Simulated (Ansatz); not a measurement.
Reaction (SMILES): C (CH4) → C atom + 4 H atom
B3LYP-D3(BJ)/def2-TZVP geometries, fixed; electronic energies without zero-point terms.
Largest species:
```
C
H 1 1.0892
H 1 1.0892 2 109.47
H 1 1.0892 2 109.47 3 120.00
H 1 1.0892 2 109.47 3 -120.00
```

Basis-set convergence of the atomisation energy at PBE0 with Ansatz (a quantum-chemistry and plane-wave program). Cartesian d functions, on some or all atoms, in 6-31G*, 6-31+G*; all else is spherical. The program fits the integrals of some runs and decomposes those of others, by size. Open shells are unrestricted. No added dispersion term, no relativity. Functions are those of the species that has most. Reference: the value in aug-pcseg-3, 417.93 kcal/mol, itself unsure by roughly 0.08 kcal/mol (its mean distance from aug-cc-pVQZ, def2-QZVPPD, pcseg-3). Deviations are taken from unrounded values.

```csv
basis,functions,atomisation energy (kcal/mol)
6-31G*,23,418.52
6-31+G*,27,416.78
cc-pVDZ,34,412.30
aug-cc-pVDZ,59,412.04
def2-SVP,34,418.25
def2-SVPD,52,419.04
pcseg-1,34,414.99
aug-pcseg-1,59,415.17
6-311G**,42,416.99
6-311+G**,46,416.44
def2-TZVP,55,417.03
def2-TZVPD,73,417.07
cc-pVTZ,86,417.82
aug-cc-pVTZ,138,417.38
pcseg-2,86,417.91
aug-pcseg-2,138,417.94
def2-TZVPP,87,417.86
def2-TZVPPD,105,417.83
cc-pVQZ,175,418.02
aug-cc-pVQZ,264,417.86
def2-QZVPP,177,417.77
def2-QZVPPD,195,417.76
pcseg-3,192,417.93
aug-pcseg-3,281,417.93
```

What the diffuse functions change, pair by pair:
- 6-31G* to 6-31+G*: 4 more functions, deviation 0.60 to -1.15 kcal/mol
- cc-pVDZ to aug-cc-pVDZ: 25 more functions, deviation -5.62 to -5.88 kcal/mol
- def2-SVP to def2-SVPD: 18 more functions, deviation 0.33 to 1.12 kcal/mol
- pcseg-1 to aug-pcseg-1: 25 more functions, deviation -2.94 to -2.76 kcal/mol
- 6-311G** to 6-311+G**: 4 more functions, deviation -0.94 to -1.49 kcal/mol
- def2-TZVP to def2-TZVPD: 18 more functions, deviation -0.89 to -0.86 kcal/mol
- cc-pVTZ to aug-cc-pVTZ: 52 more functions, deviation -0.10 to -0.54 kcal/mol
- pcseg-2 to aug-pcseg-2: 52 more functions, deviation -0.02 to 0.01 kcal/mol
- def2-TZVPP to def2-TZVPPD: 18 more functions, deviation -0.07 to -0.09 kcal/mol
- cc-pVQZ to aug-cc-pVQZ: 89 more functions, deviation 0.09 to -0.06 kcal/mol
- def2-QZVPP to def2-QZVPPD: 18 more functions, deviation -0.15 to -0.16 kcal/mol
- pcseg-3 to aug-pcseg-3: 89 more functions, deviation 0.00 to 0.00 kcal/mol

Leaving out the reference's own pair, they bring the value nearer the reference by more than 0.08 kcal/mol in 1 of 11 pairs.
